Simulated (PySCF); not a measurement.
# C4H8O (Butanal): the cost of one run

The runs use PySCF 2.14.0, with density-fitted response routines of our own; the level of theory stands in each step. All values are computed, except where a source is named. Atoms count from 0, in the outputs and in this text.

### 1 The molecule as given

13 atoms, charge 0, multiplicity 1; geometry from: GFN2-xTB. The atoms were then displaced at random by about 0.01 Å, so the start is not that level's minimum.

Bonds of the start (Å): C0–C1 1.49, C1–C2 1.52, C2–C3 1.55, C3–O4 1.19, C0–H5 1.08, C0–H6 1.11, C0–H7 1.10, C1–H8 1.07, C1–H9 1.10, C2–H10 1.10, C2–H11 1.07, C3–H12 1.09.

### 2 Optimising the geometry at PBE0-D3(BJ)/def2-SVP

The job: settings as JSON, then the geometry in Å.

```
{"job": {"xc": "PBE0", "basis": "def2-SVP", "d3": "d3bj", "grid": 1, "shake": 0.01, "kind": "geom"}, "charge": 0, "multiplicity": 1}
C     -1.681180    -0.073760     0.658930
C     -0.276030    -0.523980     0.437170
C      0.529050     0.495380    -0.357510
C      1.997860     0.059080    -0.576060
O      2.444290    -0.979630    -0.206740
H     -2.268820    -0.784480     1.213350
H     -1.708910     0.885200     1.210400
H     -2.185560     0.116160    -0.303640
H     -0.269720    -1.462560    -0.080820
H      0.210560    -0.693620     1.412260
H      0.569920     1.457170     0.179800
H      0.105510     0.684320    -1.322370
H      2.538840     0.803840    -1.153700
```

The run is started by

```
OMP_NUM_THREADS=1 python probes_run.py task.json out
```

This one command runs all jobs of the session in turn.

Q: Estimate the wall time and peak memory of this first job on 1 thread of Intel Xeon 6975P-C, shared host.

About 24 s, with a peak of 0.45 GiB.
